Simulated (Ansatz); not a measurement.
CaB6-type CaB6 was calculated with PBEsol (Ansatz, a first-principles code, plane waves, PAW).

Numerical settings: plane-wave cutoff 500 eV, 8×8×8 k mesh, gaussian smearing 0.02 eV, scalar-relativistic PAW data made under PBE.

Cell (relaxed at this level):

```xyz
7
Lattice="4.1272 0.0000 0.0000 0.0000 4.1272 0.0000 0.0000 0.0000 4.1272" Properties=species:S:1:pos:R:3 pbc="T T T"
Ca     0.0000     0.0000     0.0000
B      3.2950     2.0636     2.0636
B      2.0636     0.8322     2.0636
B      2.0636     3.2950     2.0636
B      0.8322     2.0636     2.0636
B      2.0636     2.0636     3.2950
B      2.0636     2.0636     0.8322
```

**Question.** Predict the band gap.

**Answer.** 
band gap: 0.07 eV (on the SCF k mesh)

Measured, for comparison: band gap 1 eV (temperature not stated, no zero-point or thermal correction; as tabulated in Wu et al. (2004), arXiv:cond-mat/0401246). Computed (rounded) less measured: band gap -0.93 eV.

The computed numbers hold no vibrational or temperature effects.
